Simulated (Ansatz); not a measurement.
Cartesian coordinates (Å):
SMILES: [S]C
```xyz
5

C     -0.1358    -0.0307     0.0058
S      1.6556     0.0612    -0.0600
H     -0.5468    -0.5127    -0.8819
H     -0.4796    -0.5251     0.9150
H     -0.4938     1.0054     0.0266
```
Charge 0, spin multiplicity 2.

Level of theory: frozen-core CCSD(T)/def2-TZVPP // TPSSh-D3(BJ)/def2-TZVP in Ansatz (a program for electronic structure).

```
Quantity                       Result
----------------------  -------------
HF energy               -437.14713 Ha
MP2 correlation energy    -0.32506 Ha
```

**Question.** Estimate the CCSD correlation energy, the (T) correction, the total energy and the T1 diagnostic.

**Answer.** 
```json
{
 "CCSD correlation energy": "-0.35991 Ha",
 "(T) correction": "-0.01409 Ha",
 "CCSD(T) total energy": "-437.52113 Ha",
 "T1 diagnostic": "0.012"
}
```
